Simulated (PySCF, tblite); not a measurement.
# H₆NO+, an ion with solvent molecules as drawn: NMR shifts, interaction energy, infrared bands, spin-spin couplings and core binding energies

An exercise on one series of results from a longer session: the logs are not shown, and one member is left open.

Programs: tblite 0.8.0 and PySCF 2.14.0. All values are calculated, for the isolated system unless a continuum is named. Atoms count from 0, parts from 1.

### The system as given

8 atoms, charge 1, multiplicity 1; geometry: rigid parts in contact. Parts: 1 = atoms 0–3, `[OH3+]`, charge 1; 2 = atoms 4–7, `N`, charge 0.

Set-up of the first run:

What the job is given:

```
{"job": {"kind": "dock", "xc": "GFN2-xTB", "basis": "xTB"}, "charge": 1, "multiplicity": 1, "parts": [{"atoms": "0-3", "charge": 1, "multiplicity": 1}, {"atoms": "4-7", "charge": 0, "multiplicity": 1}]}
O     -0.000102    -0.002886     0.213143
H     -0.572232    -0.746977    -0.080750
H     -0.361381     0.870205    -0.059920
H      0.933715    -0.120342    -0.072473
N     -2.265739     1.231190     1.265015
H     -3.269119     1.321853     1.367728
H     -1.999800     0.326672     1.634625
H     -1.832581     1.939274     1.845046
```

With the program's defaults for keys left out, this is: GFN2-xTB search for minima from random contacts, gas phase.

Run with:

```sh
$ OMP_NUM_THREADS=1 python cluster_run.py task.json out
```

One launch serves the whole session: the jobs run in the order shown.

Steps of the session up to this table: Docking the parts with GFN2-xTB; Optimising the geometry at PBE0-D3(BJ)/def2-TZVPD; Nuclear shieldings: PBE0/pcSseg-2; Coupled-cluster interaction energy: CCSD(T) and MP2.

One of the session's tables, all rows but one given; the rest of the session is left out.

It belongs to the step «Coupled-cluster interaction energy: CCSD(T) and MP2». 

```
                 method  interaction energy (kcal/mol)
         HF/aug-cc-pVDZ                        -138.66
        MP2/aug-cc-pVDZ                        -131.21
       CCSD/aug-cc-pVDZ                        -132.10
    CCSD(T)/aug-cc-pVDZ                              ?
         HF/aug-cc-pVQZ                        -139.68
        MP2/aug-cc-pVQZ                        -134.11
    SCS-MP2/aug-cc-pVQZ                        -134.02
      MP2, extrapolated                        -134.56
CCSD(T), limit estimate                        -134.54
```

**Question.** Estimate the row for CCSD(T)/aug-cc-pVDZ.

**Answer.** interaction energy (kcal/mol): -131.20. In the column «interaction energy (kcal/mol)» it is the highest.

At this geometry H2 has moved to N4 of another part (1.07 Å), so this energy is mostly that of cutting a chemical bond between strained fragments, not an intermolecular interaction.

Caveats from the session: Shifts at one fixed geometry are not the observed spectrum, which averages over the motion. The interaction energy leaves out the deformation of the parts, 73.90 kcal/mol at MP2. So large a deformation means that a part is far from its own minimum, so a sum across the two methods would be rough. The parts are strongly deformed in the cluster, so the interaction energy holds bonds cut by the partition and is not to be read as the attraction of intact molecules.
